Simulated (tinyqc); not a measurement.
Extended Hueckel theory, for H2O-, step by step. The parameters take no account of the charge, which enters only through the electron count, and nothing here shows that the anion is bound. Computed by tinyqc, a small Python program that keeps every step (integrals from PySCF). Settings: charge = -1, K = 1.75, weighted = 1, multiplicity = 2. Command: `OMP_NUM_THREADS=1 python tinyqc.py 28511 28512 out.jsonl` (the two numbers bound the seeds that draw the settings). One thread of a shared host (Intel(R) Xeon(R) Processor @ 2.60GHz), about 0.01 s of CPU time with the checks.

## Overlaps

Geometry (angstrom):

| atom | x | y | z |
|---|---|---|---|
| O | 0.0000 | 0.0000 | 0.0000 |
| H | 0.0000 | 0.7230 | 0.5230 |
| H | 0.0000 | -0.7280 | 0.5260 |

Parameters chosen for this run:

| element | shell | Slater exponent | H_ii (eV) |
|---|---|---|---|
| O | 2s | 2.2750 | -32.3000 |
| O | 2p | 2.2750 | -14.8000 |
| H | 1s | 1.3000 | -13.6000 |

Slater orbitals, each expanded in six Gaussians scaled to its exponent.

overlap S, lower triangle:
```
         1O 2s  1O 2px   1O 2py  1O 2pz   2H 1s   3H 1s
1O 2s   1.0000
1O 2px  0.0000  1.0000
1O 2py  0.0000  0.0000   1.0000
1O 2pz  0.0000  0.0000   0.0000  1.0000
2H 1s   0.5054  0.0000   0.3377  0.2443  1.0000
3H 1s   0.5013  0.0000  -0.3362  0.2429  0.2491  1.0000
```

## Wolfsberg-Helmholz matrix

diagonal H_ii (eV): 1O 2s -32.3000, 1O 2px -14.8000, 1O 2py -14.8000, 1O 2pz -14.8000, 2H 1s -13.6000, 3H 1s -13.6000

K = 1.7500

H_ij = K' S_ij (H_ii + H_jj)/2 for i != j (the diagonal keeps H_ii), with K' = K + D^2 + D^4 (1 - K), D = (H_ii - H_jj)/(H_ii + H_jj), K = 1.75.

H (eV), lower triangle:
```
           1O 2s    1O 2px    1O 2py    1O 2pz     2H 1s     3H 1s
1O 2s   -32.3000
1O 2px    0.0000  -14.8000
1O 2py    0.0000    0.0000  -14.8000
1O 2pz    0.0000    0.0000    0.0000  -14.8000
2H 1s   -21.9818    0.0000   -8.3997   -6.0762  -13.6000
3H 1s   -21.8067    0.0000    8.3625   -6.0421   -5.9290  -13.6000
```

## Orbitals

valence electrons = 9

Solve H C = S C e through S^(-1/2); fill by pairs from the bottom, a degenerate level sharing its electrons equally; each orbital has its largest coefficient positive (the first on a tie).

orbital energies (eV): -34.2219  -17.2746  -15.2707  -14.8000  2.9764  22.1714

occupations: 2.0000  2.0000  2.0000  2.0000  1.0000  0.0000

coefficients:
```
            MO1      MO2      MO3     MO4      MO5      MO6
1O 2s    0.8130  -0.0004  -0.1588  0.0000  -0.0102   1.0612
1O 2px   0.0000   0.0000   0.0000  1.0000   0.0000   0.0000
1O 2py  -0.0004   0.7068   0.0007  0.0000   0.9662   0.0164
1O 2pz  -0.0392  -0.0002   0.9460  0.0000  -0.0067   0.5420
2H 1s    0.1683   0.3404   0.0950  0.0000  -0.9039  -0.8915
3H 1s    0.1664  -0.3426   0.0953  0.0000   0.9266  -0.8572
```

sum of one-electron energies = -160.1581 eV

## Mulliken analysis

P = C n C^T; charge = valence electrons (O 6, H 1) minus the sum of (P S)_ii on the atom; overlap population = 2 sum P_ij S_ij between two atoms.

charges: 1O -1.1522, 2H 0.0877, 3H 0.0645

Overlap populations:

| pair | value |
|---|---|
| 2-1 | 0.074423 |
| 3-1 | 0.033814 |
| 3-2 | -0.496544 |
